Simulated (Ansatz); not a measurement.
Si(SH)2H2 (SiH4S2), 7 atoms. Hardware: 4 threads of Arm Neoverse V1 on a shared host.

(1) How many basis functions does each of these Ansatz runs have, and roughly what does it cost? r2SCAN-D4/def2-TZVPD, charge -1 doublet at the geometry of the charge 0 singlet, energy, from earlier orbitals; r2SCAN-D4/def2-TZVP, charge 1 doublet at the geometry of the charge 0 singlet, energy, from earlier orbitals; PBE-D4/def2-TZVP, charge 1 doublet at the geometry of the charge 0 singlet, energy, from earlier orbitals; ωB97X-V/def2-TZVP, charge 0 singlet, energy, from earlier orbitals; r2SCAN-D4/def2-TZVP, charge 0 singlet, energy, from earlier orbitals; PBE0-D4/def2-TZVP, charge 0 singlet, energy and forces, from earlier orbitals; PBE0-D4/def2-SVP, charge -1 doublet at the geometry of the charge 0 singlet, energy with a search over starts; PBE-D4/def2-TZVP, charge 0 triplet at the geometry of the charge 0 singlet, energy, from earlier orbitals; HF/STO-3G, charge 0 singlet, energy; BLYP-D4/def2-TZVP, charge 0 singlet, energy, from earlier orbitals; r2SCAN0-D4/def2-TZVP, charge 0 singlet, energy, from earlier orbitals; revPBE-D4/def2-TZVP, charge 0 singlet, energy, from earlier orbitals.

Results:

(1) Other jobs shared the machine, so times can vary by a factor of up to 3. A dash marks memory too small to be measured apart from the calling script's.

```csv
run,functions,fitting or Cholesky vectors,wall time,peak host memory (GiB)
"HF/STO-3G, charge 0 singlet, energy",31,341,0.1 s,–
"revPBE-D4/def2-TZVP, charge 0 singlet, energy, from earlier orbitals",135,950,0.75 s,–
"BLYP-D4/def2-TZVP, charge 0 singlet, energy, from earlier orbitals",135,950,0.85 s,–
"PBE0-D4/def2-TZVP, charge 0 singlet, energy and forces, from earlier orbitals",135,986,1.3 s,–
"PBE-D4/def2-TZVP, charge 1 doublet at the geometry of the charge 0 singlet, energy, from earlier orbitals",135,950,1.5 s,–
"r2SCAN-D4/def2-TZVP, charge 0 singlet, energy, from earlier orbitals",135,950,1.8 s,–
"PBE-D4/def2-TZVP, charge 0 triplet at the geometry of the charge 0 singlet, energy, from earlier orbitals",135,950,1.9 s,–
"r2SCAN0-D4/def2-TZVP, charge 0 singlet, energy, from earlier orbitals",135,986,2.1 s,–
"ωB97X-V/def2-TZVP, charge 0 singlet, energy, from earlier orbitals",135,970,2.5 s,–
"r2SCAN-D4/def2-TZVP, charge 1 doublet at the geometry of the charge 0 singlet, energy, from earlier orbitals",135,950,3.6 s,–
"PBE0-D4/def2-SVP, charge -1 doublet at the geometry of the charge 0 singlet, energy with a search over starts",74,696,7.5 s,–
"r2SCAN-D4/def2-TZVPD, charge -1 doublet at the geometry of the charge 0 singlet, energy, from earlier orbitals",171,1065,13 s,–
```
